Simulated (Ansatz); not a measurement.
## CO, singlet: the ladder up to full CI

Geometry: MP2(full)/6-31G*, from the G2/97 set.

```yaml
atoms:
  - { symbol: O, position_ang: [0.0000, 0.0000, 0.0000] }
  - { symbol: C, position_ang: [0.0000, 0.0000, 1.1503] }
```

Basis STO-3G; Ansatz 0.2.0. Only valence electrons are correlated (noble-gas cores frozen), which leaves 10 electrons in 8 orbitals. Prefix R: restricted or restricted open-shell reference. Active spaces: valence = (10e, 8o) chosen from the atoms' valence shells.

Full CI is exact within this basis and frozen core; it isn't the basis-set limit.

```
UHF ⟨S²⟩                          : 0.000
T1 diagnostic (RCCSD)             : 0.0225
largest doubles amplitude (RCCSD) : 0.115
```

```csv
level,E − E(full CI) (mEh),share of correlation (%),wall time
RHF,143.33,0.00,–
RMP2,10.03,93.00,–
CISD,13.42,90.64,0.15 s
RCCSD,8.75,93.89,–
RCCSD(T),0.89,99.38,0.22 s
BCCD(T),0.95,99.34,0.29 s
RCCSDT,-0.29,100.20,–
CISDTQ,0.89,99.38,0.22 s
RCCSDT(Q),0.13,99.91,0.41 s
RCCSDTQ,0.13,99.91,1.6 s
```

The correlation energy at full CI, counted from RHF, is -3.900 eV. That run took 0.19 s on 1 thread of AMD EPYC 7R13, shared host over 792 determinants.

Run but not shown, since their state or frozen core can't be matched to the reference's or they repeat it: CASSCF (valence space), NEVPT2 (valence space), MRCISD (valence space), MRCISD+Q (valence space).

Times hold each run's SCF and search for its determinant on a shared host, so for small cases they say little of a method's own cost; they ran on 1 thread of AMD EPYC 7R13.

Not variational, and here over 5 meV under the exact energy: RCCSDT.

The full-CI state has the irrep A1 of C2v, in the program's axes (one component, if the state is degenerate).

Natural occupations of full CI about the gap: 1.998 1.983 1.967 1.940 1.940 0.075 0.075 0.022; effectively unpaired electrons, Σ n²(2−n)², 0.08.

Atomization energy (electronic, same basis, no zero-point term; atoms at the same level, unrestricted beside the R rows where the molecule is a closed shell, with restricted open-shell steps beyond CCSDT(Q)) at full CI: 908.3 kJ/mol. Errors of other levels:

| level | error (kJ/mol) |
| --- | --- |
| RHF | -323.2 |
| RMP2 | 0.9 |
| CISD | -35.2 |
| RCCSD | -23.0 |
| RCCSD(T) | -2.3 |
| BCCD(T) | -2.5 |
| RCCSDT | 0.7 |
| CISDTQ | -2.3 |
| RCCSDT(Q) | -0.3 |
| RCCSDTQ | -0.3 |

This basis is far from its limit, so the value isn't to be set against a measured one. Truncated CI isn't size-consistent, which counts against it in atomization.
